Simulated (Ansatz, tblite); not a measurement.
Forces on Na₃H₃ at its PBE0-D4/def2-TZVP geometry. Total charge 0; singlet.

The xTB rows come from tblite. The restricted singlet is unstable towards broken spin symmetry in Hartree–Fock (as tested in another run); at PBE-D4/def2-TZVP this wasn't settled. In the singlet, H5 and H6 lie 0.75 Å apart (atoms count from 1), so H2 has formed as a molecule. Another isomer (singlet) lies 0.64 eV lower at PBE0-D4/def2-TZVP; other spin states weren't run for this one.

GFN1-xTB (tblite), largest force 1.00 eV/Å:

```xyz
6
positions Å, forces eV/Å
Na   -3.302   -0.422   -1.761    0.172   -0.005    0.080
Na   -0.374   -2.246   -0.964   -0.140    0.333    0.044
Na   -0.412    0.617   -0.032    0.006   -0.295   -0.088
H     0.917   -1.001    0.075    0.037   -0.209   -0.062
H     1.503    1.882    1.428   -0.224    0.950    0.232
H     1.668    1.169    1.253    0.149   -0.773   -0.207
```

GFN2-xTB (tblite), largest force 1.10 eV/Å:

```
Na 0.428 -0.058 0.187
Na -0.188 0.083 -0.065
Na -0.291 -0.038 -0.158
H -0.023 0.000 -0.007
H -0.206 1.046 0.276
H 0.280 -1.033 -0.233
```

PBE-D4/def2-TZVP (Ansatz), largest force 0.22 eV/Å:

```
Na 0.027 -0.003 0.011
Na -0.026 -0.003 -0.013
Na -0.030 0.011 -0.009
H 0.031 -0.001 0.013
H -0.044 0.206 0.052
H 0.043 -0.210 -0.054
```
